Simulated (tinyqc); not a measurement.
Worked calculation: UHF in the sto-6g basis, for OH+, spin multiplicity 3. One step of it, computed by the program tinyqc.

Problem. Iteration 2: building the Fock matrix. J_ij = sum D_kl (ij|kl) with D = D(alpha) + D(beta), K_ij = sum D_kl (ik|jl) for each spin; F = H + J - K(s); E = tr D H + tr D J / 2 - 0.5 sum_s tr D(s) K(s) + E_nn.

D(alpha) after iteration 1, lower triangle:
```
            1O 1s      1O 2s    1O 2px    1O 2py    1O 2pz     2H 1s
1O 1s    1.056486
1O 2s   -0.244672   1.060801
1O 2px   0.000000   0.000000  1.000000
1O 2py   0.000000   0.000000  0.000000  1.000000
1O 2pz   0.006844  -0.040661  0.000000  0.000000  0.864162
2H 1s    0.001549  -0.016731  0.000000  0.000000  0.220354  0.056229
```

D(beta) after iteration 1, lower triangle:
```
            1O 1s      1O 2s    1O 2px    1O 2py    1O 2pz     2H 1s
1O 1s    1.056132
1O 2s   -0.242867   1.051879
1O 2px   0.000000   0.000000  0.000000
1O 2py   0.000000   0.000000  0.000000  0.000000
1O 2pz   0.011268  -0.063006  0.000000  0.000000  0.809001
2H 1s   -0.003060   0.001566  0.000000  0.000000  0.273894  0.093232
```

core Hamiltonian H = T + V (hartree), lower triangle:
```
             1O 1s      1O 2s     1O 2px     1O 2py     1O 2pz      2H 1s
1O 1s   -32.274740
1O 2s    -7.126732  -8.501240
1O 2px    0.000000   0.000000  -6.800238
1O 2py    0.000000   0.000000   0.000000  -6.800238
1O 2pz   -0.006345  -0.075563   0.000000   0.000000  -6.835979
2H 1s    -0.447365  -1.204178   0.000000   0.000000  -0.996021  -3.210716
```

Two-electron integrals (ij|kl) in chemists' order, unique and non-zero (hartree):
```
(11|11) 4.787491   (21|11) 0.675884   (21|21) 0.121505   (22|11) 1.117379
(22|21) 0.249212   (22|22) 0.817383   (31|31) 0.025762   (32|31) 0.039145
(32|32) 0.180664   (33|11) 1.117381   (33|21) 0.249212   (33|22) 0.817382
(33|33) 0.880663   (41|41) 0.025762   (42|41) 0.039145   (42|42) 0.180664
(43|43) 0.047461   (44|11) 1.117381   (44|21) 0.249212   (44|22) 0.817382
(44|33) 0.785741   (44|44) 0.880663   (51|51) 0.025762   (52|51) 0.039145
(52|52) 0.180664   (53|53) 0.047461   (54|54) 0.047461   (55|11) 1.117381
(55|21) 0.249212   (55|22) 0.817382   (55|33) 0.785741   (55|44) 0.785741
(55|55) 0.880663   (61|11) 0.044661   (61|21) 0.007710   (61|22) 0.015516
(61|33) 0.015485   (61|44) 0.015485   (61|51) 0.000377   (61|52) 0.000746
(61|55) 0.015578   (61|61) 0.000498   (62|11) 0.135147   (62|21) 0.030695
(62|22) 0.115021   (62|33) 0.113019   (62|44) 0.113019   (62|51) 0.002455
(62|52) 0.019758   (62|55) 0.119025   (62|61) 0.001966   (62|62) 0.022436
(63|31) 0.003033   (63|32) 0.018234   (63|53) 0.003878   (63|63) 0.002784
(64|41) 0.003033   (64|42) 0.018234   (64|54) 0.003878   (64|64) 0.002784
(65|11) 0.110764   (65|21) 0.025463   (65|22) 0.101469   (65|33) 0.097340
(65|44) 0.097340   (65|51) 0.004692   (65|52) 0.033661   (65|55) 0.109726
(65|61) 0.001688   (65|62) 0.023998   (65|65) 0.028039   (66|11) 0.342410
(66|21) 0.079110   (66|22) 0.339887   (66|33) 0.329888   (66|44) 0.329888
(66|51) 0.006161   (66|52) 0.070766   (66|55) 0.359882   (66|61) 0.005075
(66|62) 0.094401   (66|65) 0.114123   (66|66) 0.774999
```

nuclear repulsion = 2.74897252 hartree

Give: Coulomb J; exchange K(alpha); exchange K(beta); F(alpha); F(beta); total energy of this density.

Solution.

Coulomb J (hartree), lower triangle:
```
          1O 1s   1O 2s  1O 2px  1O 2py  1O 2pz   2H 1s
1O 1s   16.0765
1O 2s    2.7874  6.9944
1O 2px   0.0000  0.0000  6.9676
1O 2py   0.0000  0.0000  0.0000  6.9676
1O 2pz  -0.0017  0.0072  0.0000  0.0000  7.0480
2H 1s    0.1789  0.9569  0.0000  0.0000  0.8390  2.8375
```

exchange K(alpha) (hartree), lower triangle:
```
         1O 1s    1O 2s  1O 2px  1O 2py  1O 2pz   2H 1s
1O 1s   4.9299
1O 2s   0.7877   1.3972
1O 2px  0.0000   0.0000  1.1701
1O 2py  0.0000   0.0000  0.0000  1.1701
1O 2pz  0.0004  -0.0056  0.0000  0.0000  1.1045
2H 1s   0.0557   0.1999  0.0000  0.0000  0.2074  0.1420
```

exchange K(beta) (hartree), lower triangle:
```
         1O 1s    1O 2s  1O 2px  1O 2py  1O 2pz   2H 1s
1O 1s   4.8766
1O 2s   0.7074   1.0263
1O 2px  0.0000   0.0000  0.2391
1O 2py  0.0000   0.0000  0.0000  0.2391
1O 2pz  0.0001  -0.0155  0.0000  0.0000  0.9735
2H 1s   0.0498   0.1729  0.0000  0.0000  0.2168  0.1779
```

F(alpha) (hartree), lower triangle:
```
           1O 1s    1O 2s   1O 2px   1O 2py   1O 2pz    2H 1s
1O 1s   -21.1281
1O 2s    -5.1271  -2.9040
1O 2px    0.0000   0.0000  -1.0028
1O 2py    0.0000   0.0000   0.0000  -1.0028
1O 2pz   -0.0084  -0.0628   0.0000   0.0000  -0.8924
2H 1s    -0.3242  -0.4472   0.0000   0.0000  -0.3644  -0.5151
```

F(beta) (hartree), lower triangle:
```
           1O 1s    1O 2s   1O 2px   1O 2py   1O 2pz    2H 1s
1O 1s   -21.0748
1O 2s    -5.0468  -2.5331
1O 2px    0.0000   0.0000  -0.0717
1O 2py    0.0000   0.0000   0.0000  -0.0717
1O 2pz   -0.0082  -0.0529   0.0000   0.0000  -0.7614
2H 1s    -0.3182  -0.4201   0.0000   0.0000  -0.3738  -0.5511
```

total energy of this density = -74.661668 hartree
